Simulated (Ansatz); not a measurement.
Two shapes of singlet CHF.

Shape 1:

```xyz
3

H     0.0000    0.1857   -0.9424
C     0.0000   -0.4908   -0.0413
F     0.0000    0.3050    0.9836
```

Shape 2:

```xyz
3

H     0.0000    0.2006   -1.0177
C     0.0000   -0.5300   -0.0446
F     0.0000    0.3295    1.0623
```

Basis set: def2-SVP (spherical functions). Frozen core: 2 orbitals. Charge 0, multiplicity 1.

Computed with Ansatz (development build ahead of 0.2.0); each method stands on the lowest determinant of its kind that the runs found.

(1) Which shape is lower in energy, and by how much in each method?

## Answers

(1)

```csv
method,E(2) − E(1) (eV)
RHF,0.470
UHF,0.428
RHF-MP2,0.338
UHF-MP2,0.335
UHF-CCSD(T),0.281
```

Shape 1 is lower. Caution for UHF, UHF-MP2, UHF-CCSD(T): the unrestricted determinant is spin contaminated. Caution for UHF-MP2, UHF-CCSD(T): a plain start can end on a higher determinant.
